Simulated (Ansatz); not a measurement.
Start from `[OH][Mg][SH]` and change one atom or group to get `[CH3][Mg][OH]`.

Ansatz, PBE0-D4/def2-TZVP geometries, multiplicity 1. Each molecule was computed in one conformer, which needn't be the lowest.

```tsv
property	`[OH][Mg][SH]`
size of the dipole moment (PBE/def2-TZVPP) / D	1.50
size of the dipole moment (ωB97M-V/def2-TZVPP) / D	1.65
HOMO energy (PBE0/def2-TZVPP) / eV	-7.13
HOMO energy (PBE/def2-TZVPP) / eV	-5.95
zero-point energy (PBE0-D4/def2-TZVP) / kJ/mol	53.7
ideal-gas entropy at 298 K and 1 bar (rigid rotor, harmonic PBE0-D4/def2-TZVP) / J/(mol·K)	319
```

Question: What does the change do to each property? (Estimate.)

Answer: Computed: 
| property | `[CH3][Mg][OH]` | shift |
| --- | --- | --- |
| size of the dipole moment (PBE/def2-TZVPP) / D | 0.04 | -1.46 |
| size of the dipole moment (ωB97M-V/def2-TZVPP) / D | 0.18 | -1.47 |
| HOMO energy (PBE0/def2-TZVPP) / eV | -7.26 | -0.13 |
| HOMO energy (PBE/def2-TZVPP) / eV | -6.09 | -0.14 |
| zero-point energy (PBE0-D4/def2-TZVP) / kJ/mol | 121.4 | 67.7 |
| ideal-gas entropy at 298 K and 1 bar (rigid rotor, harmonic PBE0-D4/def2-TZVP) / J/(mol·K) | 307 | -12 |

With PBE0 the HOMO falls by 0.13 eV and the LUMO rises by 0.54 eV, so the gap widens by about 0.67 eV. PBE moves the HOMO by -0.14 eV and ωB97M-V by -0.20 eV. The zero-point energy changes by 67.7 kJ/mol with +6 modes. Dipoles are sizes alone; their direction can turn.
